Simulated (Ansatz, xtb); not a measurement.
**Relative energy of two structures of AlH3PSi+**

Structure a: a singlet given by its coordinates. Structure b: a singlet given by its coordinates. Both are isolated ions in the gas phase, relaxed with PBE0-D4/def2-TZVP.

a (Å):

```xyz
6

Al   -0.9215   -1.1809    0.2499
P    -1.0546   -2.3037   -1.7231
Si    0.8119   -1.4497   -1.3547
H    -1.6371   -0.7202    1.5542
H     2.0741   -1.4354   -2.1358
H    -1.6604   -3.0757   -2.7470
```

Close contacts (Å): Al1–P2 2.27, Al1–Si3 2.38, P2–Si3 2.09, Al1–H4 1.56, P2–H6 1.42, Si3–H5 1.48.

b (Å):

```xyz
6

Al   -1.1305   -1.1527    0.0399
P    -0.7353    0.0022   -1.8359
Si    0.1666   -1.8641   -2.0122
H    -1.5039   -1.7988    1.4064
H     0.9657   -2.5727   -3.0298
H    -0.0275   -2.7682   -0.7843
```

Close contacts (Å): Al1–P2 2.24, Al1–Si3 2.53, P2–Si3 2.08, Al1–H4 1.56, Al1–H6 2.12, Si3–H5 1.48, Si3–H6 1.54.

Energies in hartree; the thermal terms are from PBE0-D4/def2-TZVP harmonic frequencies (ideal gas, rigid rotor, one conformer each, 298.15 K, 1 atm) and include the zero-point energy:

|  | a | b |
| --- | --- | --- |
| E, CCSD(T)/def2-TZVP | −873.437631 | −873.452303 |
| zero-point energy | 0.024833 | 0.024771 |
| H(298 K) − E | 0.031033 | 0.030902 |
| G(298 K) − E | −0.003404 | −0.003555 |

Work out ΔE, ΔE₀, ΔH and ΔG for a → b in kcal/mol (1 Eh = 627.51 kcal/mol) and the equilibrium ratio [b]/[a].

1. ΔE = −873.452303 − (−873.437631) = −0.014672 Eh = −9.21 kcal/mol.
2. ΔE₀ = ΔE + ΔZPE = −0.014672 + (−0.000062) Eh = −9.25 kcal/mol.
3. ΔH = ΔE + (−0.000131) Eh = −9.29 kcal/mol.
4. ΔG = ΔE + (−0.000151) Eh = −9.30 kcal/mol, so ΔS = (ΔH − ΔG)/T = +0.2 J/(mol K).
5. kT = 0.9442 mEh, so K = [b]/[a] = exp(−ΔG/kT) = exp(+15.70) ≈ 6.6 × 10^6.

Structure b is favoured at this temperature. An error of 1 kcal/mol in ΔG would change K by a factor of 5.4. Mirror images and further conformers aren't counted.

Other levels gave ΔE = −7.9 (PBE0-D4/def2-TZVP); −7.5 (HF/def2-TZVP); −10.6 (MP2/def2-TZVP) kcal/mol. The correlated steps freeze 15 core orbitals. Programs: Ansatz 0.2.0.
